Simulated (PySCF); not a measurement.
C$_{2}$H$_{5}$, charge +2, quartet, geometry from GFN2-xTB of the parent state (a state made from the parent by changing its charge; the spin is typed, not shown lowest); CAMB3LYP/def2-SVP (PySCF).

Here is a job for PySCF.
```python
from pyscf import gto, scf, dft

mol = gto.Mole()
mol.atom = '''
    C     0.731499   -0.113797   -0.005015
    C    -0.630670    0.141989   -0.000229
    H     1.474290    0.674387   -0.103893
    H     1.120563   -1.124509    0.090922
    H    -1.111799   -0.367680    0.866341
    H    -0.939722    1.181053   -0.100949
    H    -1.148307   -0.532400   -0.720954
'''
mol.basis = 'def2-svp'
mol.charge = 2
mol.spin = 3
mol.verbose = 4
mol.build()

mf = dft.ROKS(mol)
mf.xc = 'camb3lyp'
mf.kernel()
```

Problem. What does PySCF print? Leave out banner, timings and long lists.

Solution. 
```
PySCF version 2.14.0

[INPUT] verbose = 4
[INPUT] num. atoms = 7
[INPUT] num. electrons = 15
[INPUT] charge = 2
[INPUT] spin (= nelec alpha-beta = 2S) = 3
[INPUT] symmetry False subgroup None
[INPUT] Mole.unit = angstrom
[INPUT] Symbol           X                Y                Z      unit          X                Y                Z       unit  Magmom
[INPUT]  1 C      0.731499000000  -0.113797000000  -0.005015000000 AA    1.382332770393  -0.215045163797  -0.009476976515 Bohr   0.0
[INPUT]  2 C     -0.630670000000   0.141989000000  -0.000229000000 AA   -1.191793574979   0.268320322701  -0.000432747283 Bohr   0.0
[INPUT]  3 H      1.474290000000   0.674387000000  -0.103893000000 AA    2.786004328185   1.274406731967  -0.196329316259 Bohr   0.0
[INPUT]  4 H      1.120563000000  -1.124509000000   0.090922000000 AA    2.117557175321  -2.125014034609   0.171817678698 Bohr   0.0
[INPUT]  5 H     -1.111799000000  -0.367680000000   0.866341000000 AA   -2.100995615565  -0.694814501480   1.637147220482 Bohr   0.0
[INPUT]  6 H     -0.939722000000   1.181053000000  -0.100949000000 AA   -1.775817213229   2.231866708596  -0.190765962549 Bohr   0.0
[INPUT]  7 H     -1.148307000000  -0.532400000000  -0.720954000000 AA   -2.169985736921  -1.006090188718  -1.362405608410 Bohr   0.0

nuclear repulsion = 38.083995099783
number of shells = 27
number of NR pGTOs = 83
number of NR cGTOs = 53
basis = def2-svp
ecp = {}

******** <class 'pyscf.dft.roks.ROKS'> ********
method = ROKS
initial guess = minao
damping factor = 0
level_shift factor = 0
DIIS = <class 'pyscf.scf.diis.CDIIS'>
diis_start_cycle = 1
diis_space = 8
diis_damp = 0
SCF conv_tol = 1e-09
SCF conv_tol_grad = None
SCF max_cycles = 50
direct_scf = True
direct_scf_tol = 1e-13
num. doubly occ = 6  num. singly occ = 3
XC library pyscf.dft.libxc version 7.1.2
    S. Lehtola, C. Steigemann, M. J. T. Oliveira, and M. A. L. Marques,  SoftwareX 7, 1–5 (2018)
XC functionals = camb3lyp
    T. Yanai, D. P. Tew, and N. C. Handy,  Chem. Phys. Lett. 393, 51 (2004)
radial grids:
    Treutler-Ahlrichs [JCP 102, 346 (1995); DOI:10.1063/1.469408] (M4) radial grids

becke partition: Becke, JCP 88, 2547 (1988); DOI:10.1063/1.454033
pruning grids: <function nwchem_prune>
grids dens level: 3
symmetrized grids: False
atomic radii adjust function: <function treutler_atomic_radii_adjust>
small_rho_cutoff = 0
Set gradient conv threshold to 3.16228e-05
tot grids = 77280
init E= -79.0866367075413
  HOMO = -0.155130587969074  LUMO = 0.0692768020403851  gap/eV = 6.10644
cycle= 1 E= -77.7002848931621  delta_E= 1.39  |g|= 0.427  |ddm|= 1.73
  HOMO = -0.769406836719387  LUMO = -0.421260441091214  gap/eV = 9.47355
cycle= 2 E= -77.75834783516  delta_E= -0.0581  |g|= 0.323  |ddm|= 0.625
  HOMO = -0.720800309989738  LUMO = -0.36444364310831  gap/eV = 9.69696
cycle= 3 E= -77.7890313036255  delta_E= -0.0307  |g|= 0.0486  |ddm|= 0.258
  HOMO = -0.694302952834537  LUMO = -0.357879380589238  gap/eV = 9.15455
cycle= 4 E= -77.7898333213105  delta_E= -0.000802  |g|= 0.0394  |ddm|= 0.0673
  HOMO = -0.702451321991275  LUMO = -0.355907278565107  gap/eV = 9.42994
cycle= 5 E= -77.7903399998007  delta_E= -0.000507  |g|= 0.00682  |ddm|= 0.0291
  HOMO = -0.702879130117267  LUMO = -0.355624991724271  gap/eV = 9.44927
cycle= 6 E= -77.7903696588862  delta_E= -2.97e-05  |g|= 0.00337  |ddm|= 0.00979
  HOMO = -0.703472078384457  LUMO = -0.355332568743705  gap/eV = 9.47336
cycle= 7 E= -77.7903745242232  delta_E= -4.87e-06  |g|= 0.000401  |ddm|= 0.00452
  HOMO = -0.703534616480572  LUMO = -0.355303732848942  gap/eV = 9.47584
cycle= 8 E= -77.7903745910748  delta_E= -6.69e-08  |g|= 6e-05  |ddm|= 0.000593
  HOMO = -0.70353267837926  LUMO = -0.355303352627156  gap/eV = 9.47580
cycle= 9 E= -77.7903745924075  delta_E= -1.33e-09  |g|= 9.93e-06  |ddm|= 4.92e-05
  HOMO = -0.703530938210303  LUMO = -0.355304238030377  gap/eV = 9.47573
cycle= 10 E= -77.7903745925478  delta_E= -1.4e-10  |g|= 6.46e-06  |ddm|= 1.98e-05
  HOMO = -0.703531467222786  LUMO = -0.355303632916418  gap/eV = 9.47576
Extra cycle  E= -77.7903745925717  delta_E= -2.38e-11  |g|= 2.5e-06  |ddm|= 8.23e-06
converged SCF energy = -77.7903745925717
```
